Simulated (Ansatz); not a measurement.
# GeH⁻, singlet in aug-cc-pVDZ: errors against full CI

Geometry: a point of a stretch scan, not a stationary point.

```xyz
2

Ge    0.0000    0.0000    0.0000
H     0.0000    0.0000    1.4660
```

Basis aug-cc-pVDZ; Ansatz 0.2.0. Only valence electrons are correlated (noble-gas cores and the filled d shells of p-block atoms frozen), which leaves 6 electrons in 31 orbitals. Prefix R: restricted or restricted open-shell reference; prefix U: unrestricted. Active spaces: pair = (2e, 2o) about the gap; valence = (6e, 5o) chosen from the atoms' valence shells. No spin–orbit coupling is included, and no scalar relativity.

Full CI is exact within this basis and frozen core; it isn't the basis-set limit. The frozen core follows each run's orbitals, which can shift R against U totals by a few meV for light atoms and by up to 0.1 eV past Ca.

The determinant fills πx and πy unequally, so it is a mixture of Σ and Δ, which weighs on every level built on one determinant.

RHF is unstable: UHF (⟨S²⟩ = 1.03) lies 0.96 eV below the lowest RHF solution. Higher spins weren't run at this geometry and may lie near or lower.

```
UHF ⟨S²⟩                          : 1.028
T1 diagnostic (RCCSD)             : 0.0121
largest doubles amplitude (RCCSD) : 0.153
```

| level | E − E(full CI) (kJ/mol) | share of correlation (%) | wall time |
| --- | --- | --- | --- |
| RHF | 324.0 | 0.00 | – |
| RMP2 | 92.4 | 71.49 | – |
| CISD | 43.9 | 86.44 | 2.5 s |
| RCCSD | 26.6 | 91.80 | – |
| RCCSD(T) | 14.8 | 95.43 | 3.6 s |
| BCCD(T) | 14.9 | 95.41 | 3 s |
| RCCSDT* | 2.7 | 99.17 | – |
| RCCSDT(Q)* | -0.7 | 100.23 | 6 s |

An asterisk marks runs whose energy the program itself flagged as in doubt.

The correlation energy at full CI, counted from RHF, is -3.358 eV. That run took 73 s on 1 thread of Arm Neoverse N1, shared host over 5,065,957 determinants.

Run but not shown, since their state, orbitals or frozen core can't be matched to the reference's or they repeat it: UHF, UMP2, UCCSD, UCCSD(T), UCCSDT, UCCSDT(Q), CASSCF (pair space), NEVPT2 (pair space), MRCISD (pair space), MRCISD+Q (pair space), CASSCF (valence space), NEVPT2 (valence space), MRCISD (valence space), MRCISD+Q (valence space).

Times hold each run's SCF and search for its determinant on a shared host, so for small cases they say little of a method's own cost; they ran on 1 thread of Arm Neoverse N1. Some runs computed forces too.

Not variational, and here over 5 meV under the exact energy: RCCSDT(Q).

Unrestricted levels hold only the spin's projection, and here they fall towards a lower state of higher spin.

The full-CI state has the irrep A1 of C2v, in the program's axes (one component, if the state is degenerate).

Natural occupations of full CI about the gap: 1.955 1.918 0.983 0.956 0.034 0.024 0.024 0.019 0.015 0.014; effectively unpaired electrons, Σ n²(2−n)², 2.04. No single determinant describes this state well, so single-reference rows can miss without a flag.
